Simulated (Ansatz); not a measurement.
# B2SiH (quartet): wave-function methods side by side, cc-pVDZ

The task here is to estimate one member of a computed series from the others.

Program: Ansatz 0.2.0, Gaussian basis. Level of theory: cc-pVDZ, core rule «outside noble gas», up to 7 orbitals frozen. These are calculated values, not measurements.

Plan: UHF; CCSD(T) on ROHF; CCSD(T) on UHF; BCCD(T) on ROHF; CISD; CCSDT(Q) on ROHF; CCSDT(Q) on UHF.

26 further runs of the same task are left out: 13 that didn't finish, 13 set aside as unsound or not needed.

## What is computed

The geometry is a PBE0/def2-TZVP stationary point (not a proven minimum).

4 atoms, charge 0, spin multiplicity 4.

Atoms are counted from 1 here; the program's logs count them from 0.

Bond lengths: B1–B2 1.579 Å, B2–Si3 1.996 Å, B2–H4 1.210 Å. Angles: B1–B2–Si3 136.4°, B1–B2–H4 115.9°, Si3–B2–H4 107.7°.

The first run:

Contents of in.yaml:

```yaml
crystal:
  periodic: [false, false, false]
  atoms:
    - {symbol: B, position_ang: [0.000000, -0.380732, 2.150191]}
    - {symbol: B, position_ang: [0.000000, 0.405618, 0.780388]}
    - {symbol: Si, position_ang: [0.000000, -0.067455, -1.159082]}
    - {symbol: H, position_ang: [0.000000, 1.612658, 0.864045]}
basis:
  gaussian: {orbitals: cc-pVDZ}
magnetization: {spin_polarized: true, initial_magnetization: 3}
hamiltonian: {xc: hf}
output: {orbitals: {seedname: orbitals}}
```

The run is started by

```
$ ansatz run in.yaml --threads 1 --pin off --events-out ev --progress --plain --max-ram 2393MiB
```

Steps of the session up to this table: UHF; CCSD(T) on ROHF; CCSD(T) on UHF; BCCD(T) on ROHF; CISD; CCSDT(Q) on ROHF; CCSDT(Q) on UHF.

One table of the session follows, with a row left open; its other results are not shown here.

| method | from RCCSDT(Q) (kJ/mol) |
| --- | --- |
| ROHF | +611.2 |
| UHF | ? |
| RMP2 | +148.6 |
| UMP2 | +151.4 |
| CISD | +84.2 |
| RCCSD | +30.7 |
| UCCSD | +30.5 |
| RCCSD(T) | +7.8 |
| UCCSD(T) | +7.9 |
| BCCD(T) | +7.4 |
| RCCSDT | +1.7 |
| UCCSDT | +1.7 |
| RCCSDT(Q) | 0 |
| UCCSDT(Q) | -0.1 |

Q: Estimate the row for UHF from the others.

**Answer.** from RCCSDT(Q) (kJ/mol): +596.6. In the column «from RCCSDT(Q) (kJ/mol)» it lies between UMP2 (+151.4) and ROHF (+611.2).

With the free atoms at the same levels and basis (separate runs), the atomisation energy is 8.473 eV at RCCSDT(Q), 8.425 eV at RCCSD(T), 8.423 eV at UCCSD(T), 7.456 eV at ROHF.

Caveats from the session: Restricted and unrestricted rows rest on different reference determinants; where their highest levels disagree by more than a few hundredths of an eV, they describe different states and don't form one ladder.
